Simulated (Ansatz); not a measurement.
Energy profile

The step: CH₃N ([CH2][NH]) + AlH₃ → CH₆AlN ([CH3][NH][AlH2]); bonds formed: H2–C6; dative contacts that become bonds: Al1–N5; bonds broken: Al1–H2 (atoms numbered as in the saddle structure below).

```xyz
9
angstrom
Al -0.9875 -0.0185 -0.6936
H -0.6107 -1.3439 0.2484
H -0.8217 -0.2940 -2.2449
H -2.1374 0.8010 0.0353
N 0.6233 0.9416 0.0559
C 1.0146 -0.2285 0.4821
H 0.3328 1.5486 0.8176
H 1.1388 -0.4849 1.5343
H 1.4478 -0.9213 -0.2351
```

Electronic energies by CCSD(T) at an estimated basis limit (MP2 extrapolated from triple and quadruple zeta, plus CCSD(T) − MP2 in triple zeta), on PBE0-D4/def2-TZVP structures; CH₆AlN, singlet; no counterpoise correction. Program: Ansatz 0.2.0. Basis: def2-TZVPP and def2-QZVPP. Cores are frozen in the correlated methods. Extrapolation: Hartree–Fock as exp(−7.88 √X), correlation as X^−2.97.

Task: Give the profile in kcal/mol, counted from the separated reactants. (Judge from chemistry; the value comes from the calculation.)

Result: By the calculation:
```tsv
point	kcal/mol
separated: AlH₃ (Al1, H2, H3, H4; singlet) + CH₃N (linked as [CH2][NH]; N5, C6, H7, H8, H9; singlet)	0.00
start structure	-30.57
saddle	-10.50
end structure	-53.79
```
The saddle lies below the separated reactants: the barrier is submerged.

No T1 diagnostic of these runs exceeds 0.018.

For scale, one of the runs: CCSD(T)/def2-TZVPP, 188 basis functions, launched by `ansatz run in.yaml --threads 2 --pin off --events-out ev --progress --plain --max-ram 4352MiB`. The run took 14 s on 2 CPU threads of an Intel Xeon 6975P-C (shared host), with 2 GiB of host memory at its peak.
